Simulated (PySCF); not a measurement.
How far each method lies from full CI for HAlSi⁺, doublet

Geometry: that of the HAlSi, triplet, kept fixed.

```json
{"atom": "Si", "x (Å)": "0.0000", "y (Å)": "0.0000", "z (Å)": "2.0886"}
{"atom": "Al", "x (Å)": "0.0000", "y (Å)": "0.0000", "z (Å)": "-0.2449"}
{"atom": "H", "x (Å)": "0.0000", "y (Å)": "0.0000", "z (Å)": "-1.8437"}
```

Basis 6-31G; PySCF 2.14.0. Correlated methods freeze the noble-gas cores, which leaves 7 electrons in 18 orbitals. R marks a restricted (for open shells ROHF) determinant, U an unrestricted one.

Full CI is exact within this basis and frozen core; it isn't the basis-set limit. The frozen core follows each run's orbitals, which can shift R against U totals by a few meV.

The RHF row is the lowest restricted solution found. The determinant for coupled cluster was chosen by trial CCSD, here up to 0.05 eV above the lowest Hartree–Fock solution of its kind, and MP2 stands on that determinant too.

```
UHF ⟨S²⟩                            : 1.087
⟨S²⟩ of the determinant under UCCSD : 0.752
T1 diagnostic (ROHF- or RHF-based CCSD)               : 0.0266
largest doubles amplitude (ROHF- or RHF-based CCSD)   : 0.081
T1 diagnostic (UCCSD)               : 0.0264
```

```csv
level,E − E(full CI) (mEh),share of correlation (%),wall time
RHF,78.95,0.00,–
RMP2,27.39,65.31,–
UMP2,27.40,65.30,–
RCCSD,2.43,96.93,–
UCCSD,2.42,96.94,–
RCCSD(T),0.86,98.92,0.47 s
UCCSD(T),0.85,98.92,0.3 s
RCCSDT,0.13,99.84,3.2 s
UCCSDT,0.12,99.84,3.2 s
```

The correlation energy at full CI, counted from RHF, is -2.148 eV. The search over symmetries took 75 s on 1 thread of Arm Neoverse V1, shared host; the state has 624,320 determinants.

Run but not shown, since their state, orbitals or frozen core can't be matched to the reference's or they repeat it: UHF.

Times are those of the correlated step on a shared host, with one SCF added for the restricted CCSD run; they ran on 1 thread of Arm Neoverse V1.

The full-CI state has the irrep B1 of C2v, in the program's axes (one component, if the state is degenerate).

Natural occupations of full CI about the gap: 1.960 1.953 1.898 0.987 0.061 0.058 0.031 0.018 0.016 0.006; effectively unpaired electrons, Σ n²(2−n)², 1.08.
